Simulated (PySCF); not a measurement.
AlCl₃, SMILES [Cl][Al]([Cl])[Cl]. Coordinates come from a B3LYP-D3(BJ)/def2-SVP optimisation. The isomer is the one that the SMILES or the coordinates give; other isomers of the formula were not compared.

All values below come from B3LYP-D3(BJ)/def2-SVP (PySCF).

Harmonic wavenumbers (cm⁻¹): 148, 148, 203, 382, 630, 630. Rotational constants (GHz): 2.187, 2.187, 1.094; symmetry number 6.

Problem. Work out the zero-point energy and the ideal-gas rigid-rotor harmonic-oscillator thermochemistry at 298.15 K and 1 atm.

Solution. ZPE = ½ Σ hcν = ½ × 2140 cm⁻¹ = 12.80 kJ/mol. H − E(el) = 29.19 kJ/mol. Entropy in J/(mol K): translation 169.77, rotation 104.39, vibration 39.08, total 313.24. G − E(el) = -64.20 kJ/mol. Cp = 71.30 J/(mol K). Modes under 150 cm⁻¹ make the vibrational entropy uncertain.
